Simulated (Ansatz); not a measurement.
# AlCN (triplet): from Hartree-Fock to the top rungs, cc-pVTZ

How much of the correlation energy of AlCN (triplet) does each wave-function method recover here?

Computed with Ansatz 0.2.0, Gaussian basis. Level: cc-pVTZ, core rule «outside noble gas», up to 7 orbitals frozen.

Plan: UHF; CCSD(T) on ROHF; CCSD(T) on UHF; BCCD(T) on ROHF; CCSDT(Q) on ROHF; CCSDT(Q) on UHF.

5 further runs of the same task are left out: 2 for a known fault of the program, 3 set aside as unsound or not needed.

## 1. The system

The geometry is a PBE0/def2-TZVP stationary point (not a proven minimum) of the parent state, kept for this charge and spin.

3 atoms, charge 0, spin multiplicity 3.

Atoms are counted from 1 here; the program's logs count them from 0.

Bond lengths: Al1–N2 1.858 Å, N2–C3 1.176 Å. Angles: Al1–N2–C3 180.0°.

As a file:

```xyz
3

Al    0.0000    0.0000   -1.6306
N     0.0000    0.0000    0.2272
C     0.0000    0.0000    1.4033
```

## 2. UHF

The input, in.yaml:

```yaml
crystal:
  periodic: [false, false, false]
  atoms:
    - {symbol: Al, position_ang: [0.000000, 0.000000, -1.630567]}
    - {symbol: N, position_ang: [0.000000, 0.000000, 0.227233]}
    - {symbol: C, position_ang: [0.000000, 0.000000, 1.403333]}
basis:
  gaussian: {orbitals: cc-pVTZ}
magnetization: {spin_polarized: true, initial_magnetization: 2}
hamiltonian: {xc: hf}
output: {orbitals: {seedname: orbitals}}
```

The run is started by

```sh
$ ansatz run in.yaml --threads 1 --pin off --events-out ev --progress --plain --max-ram 2816MiB --backend cpu
```

After this run come: CCSD(T) on ROHF; CCSD(T) on UHF; BCCD(T) on ROHF; CCSDT(Q) on ROHF; CCSDT(Q) on UHF.

**Question.** What will the summary of the whole plan be? Wanted: UCCSDT(Q) below the RHF energy; RMP2 from UCCSDT(Q); UMP2 from UCCSDT(Q); RCCSD from UCCSDT(Q); RCCSD(T) from UCCSDT(Q); UCCSD(T) from UCCSDT(Q); RCCSDT(Q) from UCCSDT(Q); T1 diagnostic.

As calculated:

```
                         quantity                      value
   UCCSDT(Q) below the RHF energy                -10.2641 eV
              RMP2 from UCCSDT(Q)                 +847.8 meV
              UMP2 from UCCSDT(Q)                 +844.3 meV
             RCCSD from UCCSDT(Q)                 +590.3 meV
          RCCSD(T) from UCCSDT(Q)                  +53.4 meV
          UCCSD(T) from UCCSDT(Q)                  +51.4 meV
         RCCSDT(Q) from UCCSDT(Q)                   +5.7 meV
levels within 1 kcal/mol (43 meV)  RCCSDT, UCCSDT, RCCSDT(Q)
                    T1 diagnostic                      0.024
```

**Reading.** RCCSD(T) misses by +53.4 meV, 0.5 % of the correlation energy. These misses are within one basis, not against nature; the frozen cores of restricted and unrestricted runs differ, which can shift their rows.
